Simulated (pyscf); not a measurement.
Optimised with ωB97X-D3(BJ)/def2-SVP in PySCF.

**Question.** PBE/def2-TZVP puts the barrier of F–CH₂–F (SMILES FCF) + SiH₃• (SMILES [SiH3]) → F–CH•–F (SMILES F[CH]F) + SiH₄ (SMILES [SiH4]) (hydrogen abstraction; doublet surface; C–H broken, H–Si formed) at 0.63 eV and the reaction energy at +0.49 eV, from the separated reactants. What do r²SCAN/def2-TZVP, M06-2X/def2-TZVP, ωB97M-D3(BJ)/def2-TZVP give on the same structures?

**Answer.** r²SCAN: ΔE‡ = 0.69 eV, ΔE = +0.44 eV; M06-2X: ΔE‡ = 0.95 eV, ΔE = +0.58 eV; ωB97M-D3(BJ): ΔE‡ = 0.85 eV, ΔE = +0.45 eV. PBE's barrier lies under all of them, by 0.07 to 0.32 eV. Its reaction energy lies among theirs. One saddle was located; it need not be the lowest between these sides. The angle at the transferred H is 167°.
